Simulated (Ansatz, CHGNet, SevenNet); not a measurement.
Ladder of methods for the elastic constant C44 of rock-salt ZrC

Reference value: 160 GPa (measured, temperature not stated, no zero-point or thermal correction; as tabulated in Wu et al. (2005), arXiv:cond-mat/0412374).

```csv
level (code),value (GPa),cell (Å³/atom),difference (%)
CHGNet 0.3.0,99.0,13.15,-38
SevenNet-0,124,13.17,-22
LDA (Ansatz),160,12.50,0.0
BLYP (Ansatz),150,13.49,-6.2
PBE (Ansatz),153,13.05,-4.4
PBEsol (Ansatz),156,12.72,-2.5
revPBE (Ansatz),151,13.19,-5.6
RPBE (Ansatz),150,13.25,-6.2
PBE-D3(BJ) (Ansatz),156,12.76,-2.5
r²SCAN (Ansatz),166,13.07,+3.8
r²SCAN+rVV10 (Ansatz),166,13.00,+3.8
HSE06 (Ansatz),176,12.90,+10.0
```

The reference's temperature isn't stated, so close values are not ranked against it. Off by more than 25 %, or 35 % on the side where a correction would as a rule narrow the miss (bounds picked here): CHGNet 0.3.0 (-38 %).

The measured value isn't corrected to a static lattice, so vibrations enter the comparison. A static lattice is as a rule stiffer than a warm one, by over a tenth in soft solids.  PBE-D3(BJ): the dispersion coefficients are held fixed in the derivatives. HSE06: hybrids on metals are sensitive to the k mesh. HSE06: the run warned that the count of filled bands differs between k points. Each level is taken at its own relaxed cell. Cutoffs and k meshes differ between the levels. Ansatz's density-functional and Hartree–Fock values are scalar-relativistic unless marked +SOC, with PAW data made under PBE.

Machine-learned potentials (CHGNet 0.3.0, SevenNet-0) are trained on DFT data: a solid inside that data is no test of them.

Differences are worked out from the printed values.

Ansatz is a program for electronic structure.
